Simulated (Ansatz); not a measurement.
# N2H3 (hydrazinyl radical) at UB3LYP/6-31G(d) (Cartesian functions)

What is the vertical ionisation energy of N2H3 (hydrazinyl radical) at UB3LYP/6-31G* (Cartesian functions)? 

The results are computed with Ansatz 0.2.0.

28 further runs of the same task are left out: 28 set aside as unsound or not needed.

## Step 1: The system as given

N2H3: 5 atoms, total charge 0, spin state doublet. As SMILES, `[NH]N`. The coordinates come from a PBE0-D4/def2-TZVP relaxation. This is one conformer, not always the lowest.

Bond lengths: N1–N2 1.338 Å, N1–H3 1.021 Å, N2–H4 1.008 Å, N2–H5 1.012 Å. Angles: N1–N2–H4 113.9°, N1–N2–H5 120.9°, N2–N1–H3 106.1°, H4–N2–H5 114.6°.

## Step 2: The energy at UB3LYP/6-31G(d) (Cartesian functions)

File in.yaml:

```yaml
crystal:
  periodic: [false, false, false]
  atoms:
    - {symbol: "N", position_ang: [-0.187600, -0.818050, 0.454040]}
    - {symbol: "N", position_ang: [-0.128660, 0.235610, -0.368450]}
    - {symbol: H, position_ang: [0.759840, -0.951450, 0.811270]}
    - {symbol: H, position_ang: [-1.030950, 0.592300, -0.640030]}
    - {symbol: H, position_ang: [0.587360, 0.941580, -0.256830]}
basis:
  gaussian: {orbitals: "6-31G*"}
magnetization: {spin_polarized: true, initial_magnetization: 1}
hamiltonian: {xc: {name: B3LYP}}
accuracy: high
output: {orbitals: {seedname: orbitals}}
```

Started as:

```sh
ansatz run in.yaml --threads 1 --pin off --max-ram 3480MiB --events-out events.jsonl --progress --plain --runs-dir runs
```

Output:

```text
Warning: RAYON_NUM_THREADS=1 ignored (pool sized by the plan → 1); use --threads N
Functional definition: B3LYP
  name "B3LYP"
  parameter a0 = 0.2
  parameter ax = 0.72
  parameter ac = 0.81
  exchange = (1 - a0 - ax)*slater_x + ax*b88_x + a0*exact_x
  correlation = (1 - ac)*vwn_rpa_c + ac*lyp_c
760 factors; integrals over basis functions are off by at most 2.4e-9 eV
mean field evaluation 1: about -3022.7722 eV, gradient 2.9e1 eV
mean field evaluation 2: about -3021.4583 eV, gradient 3.5e1 eV
mean field evaluation 4: about -3026.4438 eV, gradient 1.5e0 eV
mean field evaluation 8: about -3026.5273 eV, gradient 1.2e-1 eV
mean field evaluation 16: about -3026.5274 eV, gradient 9.3e-5 eV
mean field -3026.52741285 eV, -111.2228309684 hartree, gradient 9.5e-8 eV, S^2 0.753175; 0 other end points of the search recorded, 0 dependent functions left out
reference -3026.52743534 eV, -111.2228317948 hartree; 9, 8 occupied and 27, 28 virtual orbitals, 760 factors
Total energy: -3026.52743534 eV, -111.2228317948 hartree
```

Run time: 2.5 s. Hardware: 1 thread of Arm Neoverse V1, shared host; peak memory 0.12 GiB.

## Step 3: The singlet cation at the same level

File molecule.yaml:

```yaml
crystal:
  periodic: [false, false, false]
  atoms:
    - {symbol: N, position_ang: [-0.187600, -0.818050, 0.454040]}
    - {symbol: N, position_ang: [-0.128660, 0.235610, -0.368450]}
    - {symbol: H, position_ang: [0.759840, -0.951450, 0.811270]}
    - {symbol: H, position_ang: [-1.030950, 0.592300, -0.640030]}
    - {symbol: H, position_ang: [0.587360, 0.941580, -0.256830]}
basis:
  gaussian: {orbitals: "6-31G*"}
total_charge: 1
hamiltonian: {xc: {name: B3LYP}}
accuracy: high
output: {orbitals: {seedname: orbitals}}
```

Started as:

```sh
ansatz run molecule.yaml --threads 1 --pin off --max-ram 3480MiB --events-out events.jsonl --progress --plain --runs-dir runs
```

Output:

```text
Warning: RAYON_NUM_THREADS=1 ignored (pool sized by the plan → 1); use --threads N
Functional definition: B3LYP
  name "B3LYP"
  parameter a0 = 0.2
  parameter ax = 0.72
  parameter ac = 0.81
  exchange = (1 - a0 - ax)*slater_x + ax*b88_x + a0*exact_x
  correlation = (1 - ac)*vwn_rpa_c + ac*lyp_c
760 factors; integrals over basis functions are off by at most 2.4e-9 eV
mean field evaluation 1: about -3012.6349 eV, gradient 5.2e1 eV
mean field evaluation 2: about -3012.3397 eV, gradient 5.4e1 eV
mean field evaluation 4: about -3018.3453 eV, gradient 2.3e0 eV
mean field evaluation 8: about -3018.3534 eV, gradient 2.1e-2 eV
mean field evaluation 16: about -3018.3534 eV, gradient 8.3e-7 eV
mean field -3018.35338661 eV, -110.9224410445 hartree, gradient 3.1e-8 eV, S^2 0.000000; 0 other end points of the search recorded, 0 dependent functions left out
reference -3018.35340874 eV, -110.9224418579 hartree; 8, 8 occupied and 28, 28 virtual orbitals, 760 factors
Total energy: -3018.35340874 eV, -110.9224418579 hartree
```

It took 1.2 s on 1 thread of Arm Neoverse V1, shared host; peak memory 0.093 GiB.

## Step 4: Summary of results

Level: UB3LYP/6-31G* (Cartesian functions).

```
                                          quantity          value
                        doublet N2H3: total energy  -111.22283 Eh
  doublet N2H3: HOMO energy (highest over α and β)       -4.69 eV
   doublet N2H3: LUMO energy (lowest over α and β)       -0.46 eV
                                doublet N2H3: ⟨S²⟩          0.753
                      singlet cation: total energy  -110.92244 Eh
                       singlet cation: HOMO energy      -17.26 eV
                       singlet cation: LUMO energy      -11.63 eV
                     singlet cation: HOMO–LUMO gap        5.63 eV
vertical ionisation energy (to the singlet cation)       8.174 eV
```

What this shows: Removing an electron at fixed nuclei costs 8.17 eV (789 kJ/mol). Only the singlet of the ionised species was computed; a triplet could lie lower.
